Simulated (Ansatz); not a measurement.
# C5H5 radical: energies up the ladder

One table from this session's results is given with a row withheld; the runs are named, their logs left out.

Method: the levels named in each step, in Ansatz 0.2.0.

**The structure to begin with**

Bond lengths: C1–C2 1.403 Å, C2–C3 1.403 Å, C3–C4 1.403 Å, C1–C5 1.403 Å, C4–C5 1.403 Å, C1–H6 1.074 Å, C2–H7 1.074 Å, C3–H8 1.074 Å, C4–H9 1.074 Å, C5–H10 1.074 Å. Angles (14 of 15 angles, heavy atoms first): C1–C2–C3 108.0°, C2–C1–C5 108.0°, C2–C3–C4 108.0°, C3–C4–C5 108.0°, C1–C5–C4 108.0°, C1–C2–H7 126.0°, C3–C2–H7 126.0°, C2–C1–H6 126.0°, C5–C1–H6 126.0°, C2–C3–H8 126.0°, C4–C3–H8 126.0°, C3–C4–H9 126.0°, C5–C4–H9 126.0°, C1–C5–H10 126.0°.

As a file:

```xyz
10

C     0.0410   -1.0987   -0.4649
C    -1.0735   -0.5018    0.1440
C    -0.7045    0.7886    0.5539
C     0.6381    0.9891    0.1983
C     1.0989   -0.1773   -0.4313
H     0.0774   -2.0873   -0.8830
H    -2.0393   -0.9536    0.2731
H    -1.3388    1.4978    1.0521
H     1.2127    1.8788    0.3767
H     2.0875   -0.3373   -0.8194
```

The first run:

The input, input.yaml:

```yaml
crystal:
  periodic: [false, false, false]
  atoms:
    - { symbol: C, position_ang: [0.041, -1.09867, -0.46493] }
    - { symbol: C, position_ang: [-1.07351, -0.50176, 0.14397] }
    - { symbol: C, position_ang: [-0.70447, 0.78857, 0.55389] }
    - { symbol: C, position_ang: [0.63812, 0.98914, 0.19833] }
    - { symbol: C, position_ang: [1.09886, -0.17726, -0.43129] }
    - { symbol: H, position_ang: [0.07741, -2.08733, -0.88296] }
    - { symbol: H, position_ang: [-2.03926, -0.95362, 0.27312] }
    - { symbol: H, position_ang: [-1.33878, 1.49778, 1.05209] }
    - { symbol: H, position_ang: [1.21274, 1.87881, 0.37668] }
    - { symbol: H, position_ang: [2.08745, -0.33732, -0.81936] }
magnetization:
  spin_polarized: true
  initial_magnetization: 1
basis:
  gaussian: { orbitals: def2-SVPD }
hamiltonian:
  xc: pbe
  dispersion: d4
relax:
  f_tol: 0.03
  max_steps: 200
```

Launch:

```bash
> ansatz run input.yaml --threads 4 --pin off --max-ram 10240MiB --backend cpu --events-out ev --progress --plain --runs-dir out
```

Among the steps run: A rough first relaxation, PBE-D4/def2-SVPD; Relaxation, PBE0-D4/def2-TZVPPD; Frequencies, PBE0-D4/def2-TZVPPD; Single point, PBE-D4/def2-TZVPPD; Single point, r2SCAN-D4/def2-TZVPPD; Single point, B3LYP-D4/def2-TZVPPD; Single point, wB97M-V/def2-TZVPPD; Single point, B2PLYP/def2-TZVPPD; Single point, LDA/def2-TZVPPD; Single point, PBE0-D4/def2-SVPD; Single point, PBE-D4/def2-SVPD; The anion of multiplicity 1 at the same geometry, PBE0-D4/def2-TZVPPD; The anion of multiplicity 1 at the same geometry, PBE-D4/def2-TZVPPD; The anion of multiplicity 1 at the same geometry, r2SCAN-D4/def2-TZVPPD; The anion of multiplicity 1 at the same geometry, B3LYP-D4/def2-TZVPPD; The anion of multiplicity 1 at the same geometry, wB97M-V/def2-TZVPPD; The anion of multiplicity 1 at the same geometry, B2PLYP/def2-TZVPPD.

One of the session's tables, all rows but one given; the rest of the session is left out.

It belongs to the step «Vertical electron affinity». 

```
                level  vertical electron affinity (eV)
   PBE-D4/def2-TZVPPD                            1.653
r2SCAN-D4/def2-TZVPPD                                ?
 B3LYP-D4/def2-TZVPPD                            1.639
  wB97M-V/def2-TZVPPD                            1.566
   B2PLYP/def2-TZVPPD                            1.593
```

Q: Estimate the row for r2SCAN-D4/def2-TZVPPD from the others.

As computed: vertical electron affinity (eV): 1.480. In the column «vertical electron affinity (eV)» it is the lowest.

Limits of these values: Warnings in the runs' records: vibrations at or below zero.
